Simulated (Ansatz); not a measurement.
# CHAlO (quintet): from Hartree-Fock to the top rungs, cc-pVDZ

An exercise on one series of results from a longer session: the logs are not shown, and one member is left open.

The runs use Ansatz 0.2.0, Gaussian basis; cc-pVDZ, core rule «outside noble gas», up to 7 orbitals frozen.

The runs, in order: UHF; CCSD(T) on ROHF; CCSD(T) on UHF; BCCD(T) on ROHF; CISD; CCSDT(Q) on ROHF; CCSDT(Q) on UHF; CASSCF and NEVPT2, 12 electrons in 11 orbitals.

23 further runs of the same task are left out: 8 that didn't finish, 15 set aside as unsound or not needed.

### The system

The geometry is a PBE0/def2-TZVP stationary point (not a proven minimum) of the parent state, kept for this charge and spin.

4 atoms, charge 0, spin multiplicity 5.

Atoms are counted from 1 here; the program's logs count them from 0.

Bond lengths: C1–Al2 1.941 Å, Al2–O3 1.648 Å, O3–H4 0.948 Å. Angles: C1–Al2–O3 180.0°, Al2–O3–H4 180.0°.

Set-up of the first run:

Input file in.yaml:

```yaml
crystal:
  periodic: [false, false, false]
  atoms:
    - {symbol: C, position_ang: [0.000000, 0.000000, -2.516875]}
    - {symbol: Al, position_ang: [0.000000, 0.000000, -0.575575]}
    - {symbol: O, position_ang: [0.000000, 0.000000, 1.072125]}
    - {symbol: H, position_ang: [0.000000, 0.000000, 2.020325]}
basis:
  gaussian: {orbitals: cc-pVDZ}
magnetization: {spin_polarized: true, initial_magnetization: 4}
hamiltonian: {xc: hf}
output: {orbitals: {seedname: orbitals}}
```

On the command line:

```bash
$ ansatz run in.yaml --threads 1 --pin off --events-out ev --progress --plain --max-ram 2393MiB
```

Steps of the session up to this table: UHF; CCSD(T) on ROHF; CCSD(T) on UHF; BCCD(T) on ROHF; CISD; CCSDT(Q) on ROHF; CCSDT(Q) on UHF; CASSCF and NEVPT2, 12 electrons in 11 orbitals.

One of the session's tables, all rows but one given; the rest of the session is left out.

```
         method  from UCCSDT(Q) (kJ/mol)
           ROHF                   +867.3
            UHF                   +859.2
           RMP2                    +89.9
           UMP2                    +89.4
           CISD                    +95.7
          RCCSD                    +27.2
          UCCSD                    +26.9
       RCCSD(T)                     +5.4
       UCCSD(T)                     +5.3
        BCCD(T)                        ?
         RCCSDT                     +2.6
         UCCSDT                     +2.4
      RCCSDT(Q)                     +0.5
      UCCSDT(Q)                        0
CASSCF frontier                   +619.3
NEVPT2 frontier                   +139.3
```

Estimate the missing values for BCCD(T).

The run gave: from UCCSDT(Q) (kJ/mol): +5.2. In the column «from UCCSDT(Q) (kJ/mol)» it lies between RCCSDT (+2.6) and UCCSD(T) (+5.3).

Limits of these values: Restricted and unrestricted rows rest on different reference determinants; where their highest levels disagree by more than a few hundredths of an eV, they describe different states and don't form one ladder.
